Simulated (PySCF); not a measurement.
How far each method lies from full CI for SiN⁺, triplet

Geometry: that of the SiN⁺, singlet, kept fixed.

```xyz
2

Si    0.0000    0.0000    0.0000
N     0.0000    0.0000    1.5576
```

Basis 6-31G; PySCF 2.14.0. Correlated methods freeze the noble-gas cores, which leaves 8 electrons in 16 orbitals. R marks a restricted (for open shells ROHF) determinant, U an unrestricted one.

Full CI is exact within this basis and frozen core; it isn't the basis-set limit. The frozen core follows each run's orbitals, which can shift R against U totals by a few meV.

Unrestricted rows (U) aren't spin-pure: their determinants' ⟨S²⟩ exceeds S(S+1) by up to 0.11, so they mix in states of higher spin.

```
UHF ⟨S²⟩                          : 2.114
T1 diagnostic (ROHF- or RHF-based CCSD)             : 0.0799
largest doubles amplitude (ROHF- or RHF-based CCSD) : 0.112
T1 diagnostic (UCCSD)             : 0.0685
```

| level | E − E(full CI) (kcal/mol) | share of correlation (%) | wall time |
| --- | --- | --- | --- |
| RHF | 88.10 | 0.00 | – |
| UHF | 83.10 | 5.68 | – |
| RMP2 | 24.53 | 72.16 | – |
| UMP2 | 23.90 | 72.87 | – |
| RCCSD | 4.05 | 95.40 | – |
| UCCSD | 4.03 | 95.43 | – |
| RCCSD(T) | 1.12 | 98.72 | 0.4 s |
| UCCSD(T) | 1.43 | 98.38 | 0.27 s |
| RCCSDT | 0.50 | 99.44 | 4.4 s |
| UCCSDT | 0.49 | 99.44 | 4.9 s |

The correlation energy at full CI, counted from RHF, is -3.820 eV. Full CI, over all symmetries tried, took 28 s on 1 thread of Intel Xeon Platinum 8259CL, shared host; the state has 611,520 determinants.

Times are those of the correlated step on a shared host, with one SCF added for the restricted CCSD run; they ran on 1 thread of Intel Xeon Platinum 8259CL.

The full-CI state has the irrep B1 of C2v, in the program's axes (one component, if the state is degenerate).

Natural occupations of full CI about the gap: 1.980 1.910 1.899 1.023 0.979 0.097 0.055 0.027 0.009 0.008; effectively unpaired electrons, Σ n²(2−n)², 2.12.
